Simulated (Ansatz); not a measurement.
A calculation with Ansatz (development build ahead of 0.2.0).

```yaml
crystal:
  periodic: [false, false, false]
  atoms:
    - { symbol: C, position_ang: [0.0, 0.0, 0.0] }
    - { symbol: H, position_ang: [0.93, 0.0, -0.56] }
    - { symbol: H, position_ang: [-0.93, 0.0, -0.56] }
    - { symbol: O, position_ang: [0.0, 0.0, 1.31] }
basis:
  gaussian: { orbitals: pcseg-2 }
magnetization:
  spin_polarized: true
  initial_magnetization: 2
hamiltonian:
  xc: hf
```

The input is written out in the form of the current development build from the run's settings.

The run gave:

```yaml
Converged: yes
Total_energy: -113.83430 hartree
Spin_squared_of_the_determinant: 2.018
Stability_test: minimum
```

Caution: other spin multiplicities may lie lower.
